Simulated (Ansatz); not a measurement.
**C₃H₇FO: ionisation energy by level of theory**

One table from this session's results is given with a row withheld; the runs are named, their logs left out.

Program: Ansatz 0.2.0, Gaussian basis. Level of theory: unrestricted cation, the program's frozen cores in correlated methods. These are calculated values, not measurements.

The runs, in order: UKS PBE-D4/def2-TZVPP; UKS r2SCAN-D4/def2-TZVPP; UKS PBE0-D4/def2-TZVPP; UKS B3LYP-D4/def2-TZVPP; UKS wB97X-V/def2-TZVPP; UKS wB97M-V/def2-TZVPP; UKS B2PLYP/def2-TZVPP; UHF-CCSD(T)/def2-TZVPP; UHF-MP2/def2-QZVPP; extrapolation to the limit; then −ε(HOMO) from the neutral's earlier runs with LDA (SPW92), PBE-D4, revPBE-D4, BLYP-D4, r2SCAN-D4, B97M-V, PBE0-D4, B3LYP-D4, r2SCANh-D4, r2SCAN0-D4, HSE06-D4, BHLYP-D4, CAM-B3LYP-D4, LC-ωPBE, ωB97X-V, ωB97M-V.

## Structure used throughout

An earlier PBE0-D4 in a triple-zeta def2 set relaxation fixed the geometry.

SMILES `CC(O)CF`, 12 atoms, charge 0, spin multiplicity 1.

Atoms are counted from 1 here; the program's logs count them from 0.

Bond lengths: C1–C2 1.510 Å, C1–H6 1.093 Å, C1–H7 1.092 Å, C1–H8 1.090 Å, C2–O3 1.412 Å, C2–C4 1.509 Å, C2–H9 1.101 Å, O3–H10 0.962 Å, C4–F5 1.389 Å, C4–H11 1.094 Å, C4–H12 1.094 Å. Angles: C2–C1–H6 110.4°, C2–C1–H7 111.1°, C2–C1–H8 109.8°, H6–C1–H7 108.9°, H6–C1–H8 108.1°, H7–C1–H8 108.4°, C1–C2–O3 108.0°, C1–C2–C4 111.2°, C1–C2–H9 109.6°, O3–C2–C4 110.3°, O3–C2–H9 109.9°, C4–C2–H9 107.8°, C2–O3–H10 107.6°, C2–C4–F5 109.1°, C2–C4–H11 111.5°, C2–C4–H12 110.6°, F5–C4–H11 107.9°, F5–C4–H12 107.6° and more.

The first run:

The input, in.yaml:

```yaml
crystal:
  periodic: [false, false, false]
  atoms:
    - {symbol: C, position_ang: [0.287596, 1.281236, -0.487560]}
    - {symbol: C, position_ang: [0.046554, -0.207038, -0.401165]}
    - {symbol: O, position_ang: [-1.237597, -0.471403, -0.924343]}
    - {symbol: C, position_ang: [0.142293, -0.694175, 1.023942]}
    - {symbol: F, position_ang: [-0.110324, -2.060061, 1.054435]}
    - {symbol: H, position_ang: [-0.450683, 1.822735, 0.108558]}
    - {symbol: H, position_ang: [1.287306, 1.538433, -0.131242]}
    - {symbol: H, position_ang: [0.194884, 1.611013, -1.522832]}
    - {symbol: H, position_ang: [0.809195, -0.738764, -0.990971]}
    - {symbol: H, position_ang: [-1.422091, -1.405103, -0.783069]}
    - {symbol: H, position_ang: [1.140448, -0.527262, 1.438839]}
    - {symbol: H, position_ang: [-0.610580, -0.204712, 1.649308]}
basis:
  gaussian: {orbitals: def2-TZVPP}
total_charge: 1
magnetization: {spin_polarized: true, initial_magnetization: 1}
hamiltonian: {xc: pbe, dispersion: d4}
```

Run with:

```console
> ansatz run in.yaml --threads 2 --pin off --events-out ev --progress --plain --max-ram 22528MiB --backend cpu
```

Steps of the session up to this table: Cation, UKS PBE-D4/def2-TZVPP; Cation, UKS r2SCAN-D4/def2-TZVPP; Cation, UKS PBE0-D4/def2-TZVPP; Cation, UKS B3LYP-D4/def2-TZVPP; Cation, UKS wB97X-V/def2-TZVPP; Cation, UKS wB97M-V/def2-TZVPP; Cation, UKS B2PLYP (frozen core)/def2-TZVPP; Cation, UHF-CCSD(T)/def2-TZVPP; Cation, UHF-MP2/def2-QZVPP.

One table of the session follows, with a row left open; its other results are not shown here.

It belongs to the step «Ionisation energies side by side». Orbital estimates, from the neutral's runs:

```
  functional  −ε(HOMO) (eV)
 LDA (SPW92)           6.50
      PBE-D4           6.35
   revPBE-D4           6.28
     BLYP-D4           6.29
   r2SCAN-D4           6.70
      B97M-V           6.87
     PBE0-D4           8.01
    B3LYP-D4           7.79
  r2SCANh-D4           7.32
  r2SCAN0-D4           8.26
    HSE06-D4           7.60
    BHLYP-D4              ?
CAM-B3LYP-D4           9.53
     LC-ωPBE          10.84
     ωB97X-V          10.53
     ωB97M-V          10.46
```

**Question.** Estimate the row for BHLYP-D4.

Worked estimate for «−ε(HOMO) (eV)». Against the share of exact exchange, BLYP-D4 (0, 6.29), B3LYP-D4 (0.2, 7.79) give a slope of 7.50 per unit share; at 0.5 the line stands at 10.04.

The run gave: −ε(HOMO) (eV): 9.65. In «−ε(HOMO) (eV)» the line misses by +0.39.
